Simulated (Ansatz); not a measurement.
A calculation with Ansatz (development build ahead of 0.2.0).

```yaml
crystal:
  periodic: [false, false, false]
  atoms:
    - { symbol: C, position_ang: [0.0, 0.0, -0.66551] }
    - { symbol: C, position_ang: [0.0, 0.0, 0.66551] }
    - { symbol: H, position_ang: [0.0, -0.85794, -1.19838] }
    - { symbol: H, position_ang: [0.0, 0.85794, -1.19838] }
    - { symbol: H, position_ang: [-0.85794, 0.0, 1.19838] }
    - { symbol: H, position_ang: [0.85794, 0.0, 1.19838] }
basis:
  gaussian: { orbitals: def2-TZVP }
magnetization:
  spin_polarized: true
  initial_magnetization: 2
hamiltonian:
  xc: hf
correlation:
  method: mp2
  frozen_orbitals: { C: 1, H: 0 }
```

The input is written out in the form of the current development build from the run's settings.

Output:

```
Converged                       : yes
Reference energy                : -77.96725 hartree
Correlation energy              : -0.28142 hartree
Total energy                    : -78.24866 hartree
Spin squared of the determinant : 2.011
```

Caution: another spin multiplicity may lie lower.
